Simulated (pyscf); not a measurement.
Single points on ωB97X-D3(BJ)/def2-SVP structures (PySCF, gas phase).

Problem. For HO–Si•(OH)–OH + hydrogen fluoride (HF) -> HO–Si(OH)(OH)–F + H atom (H•), an atom transfer (doublet surface; F–H broken, F–Si formed), PBE/def2-TZVP gives ΔE‡ = 17.7 kcal/mol and ΔE = -22.0 kcal/mol (zero: the separated reactants). In which direction and how far do PBE0-D3(BJ)/def2-TZVP, M06-2X/def2-TZVP, ωB97M-D3(BJ)/def2-TZVP move these?

Solution. PBE0-D3(BJ): ΔE‡ = 23.8 kcal/mol, ΔE = -25.3 kcal/mol; M06-2X: ΔE‡ = 26.3 kcal/mol, ΔE = -28.8 kcal/mol; ωB97M-D3(BJ): ΔE‡ = 24.5 kcal/mol, ΔE = -28.9 kcal/mol. PBE's barrier lies under all of them, by 6.0 to 8.6 kcal/mol. Its reaction energy lies over all of them, by 3.4 to 6.9 kcal/mol. Low barriers are usual for a GGA, whose delocalisation error favours stretched bonds. On the reactant side the descent ends in a bound adduct (not fully relaxed), 10.4 kcal/mol under the separated species and 39.3 kcal/mol under the saddle at ωB97X-D3(BJ)/def2-TZVP. At ωB97X-D3(BJ) the barrier from the zero used here is 28.9 kcal/mol. This is the saddle that the search found; another between the same sides may lie lower. The angle at the transferred F is 157°.
